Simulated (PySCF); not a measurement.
**Deuteron quadrupole couplings in `C#CPCP`**

Species: C3H6P2.
Cartesian coordinates in Å at the GFN2-xTB level; atoms count from 1:
```
atom  x, y, z in Å
C1     2.495    0.204   -0.180
C2     1.506   -0.415   -0.473
P3     0.148   -1.482   -0.835
C4    -1.214   -0.536    0.030
P5    -1.464    1.275   -0.334
H6     3.340    0.783    0.056
H7    -0.077   -0.923   -2.107
H8    -2.156   -1.049   -0.196
H9    -1.058   -0.638    1.111
H10   -1.394    1.153   -1.724
H11   -0.120    1.631   -0.253
```

Level: PBE0/pcSseg-1 (PySCF, non-relativistic); Q(2H) = 0.00286 b; rigid geometry, the same for H and D, with no vibrational averaging.

Question: Rank these positions by the coupling χzz of a deuteron there, largest first.
A. H11 (P–H hydrogen)
B. H7 (P–H hydrogen)
C. H9 (methylene hydrogen)
D. H6 (alkyne hydrogen)

Answer: D (262 kHz), C (201 kHz), A (132 kHz), B (125 kHz).

What are Vzz, η and χzz (234.96 MHz × Q × Vzz) at all hydrogens?

```json
{"atom": "H6", "bonded to": "C1", "bond length (Å)": "1.051", "Vzz (au)": "0.3902", "η": "0.02", "χzz (kHz)": "262"}
{"atom": "H7", "bonded to": "P3", "bond length (Å)": "1.408", "Vzz (au)": "0.1857", "η": "0.08", "χzz (kHz)": "125"}
{"atom": "H8", "bonded to": "C4", "bond length (Å)": "1.097", "Vzz (au)": "0.2992", "η": "0.04", "χzz (kHz)": "201"}
{"atom": "H9", "bonded to": "C4", "bond length (Å)": "1.096", "Vzz (au)": "0.2994", "η": "0.04", "χzz (kHz)": "201"}
{"atom": "H10", "bonded to": "P5", "bond length (Å)": "1.397", "Vzz (au)": "0.1980", "η": "0.09", "χzz (kHz)": "133"}
{"atom": "H11", "bonded to": "P5", "bond length (Å)": "1.393", "Vzz (au)": "0.1966", "η": "0.08", "χzz (kHz)": "132"}
```

Average by the element that carries the hydrogen.

on C: 221 kHz over 3 positions, mean bond length 1.082 Å; on P: 130 kHz over 3 positions, mean bond length 1.399 Å.

A static deuteron (I = 1) shows a doublet split by (3/2)χ, (3/4)χ(1 + η) and (3/4)χ(1 − η) with the field along z, y and x of the gradient. What are these for H6?

With |χ| = 262.2 kHz and η = 0.016: 393, 200 and 194 kHz, to first order and without motion.

One conformer (not necessarily the lowest) at the GFN2-xTB geometry, without solvent, vibrations or thermal averaging. GFN2-xTB bond lengths can be off by several hundredths of an ångström, more for odd bonds, and the gradients follow them. These gradients aren't converged with respect to the basis.

These values come from a run that also computed NMR shieldings. The run took 13 s wall (with the writing of density and orbital grids) on one thread, Arm Neoverse V2 (aarch64), on a shared host, and the process peaked at 0.74 GiB of memory.
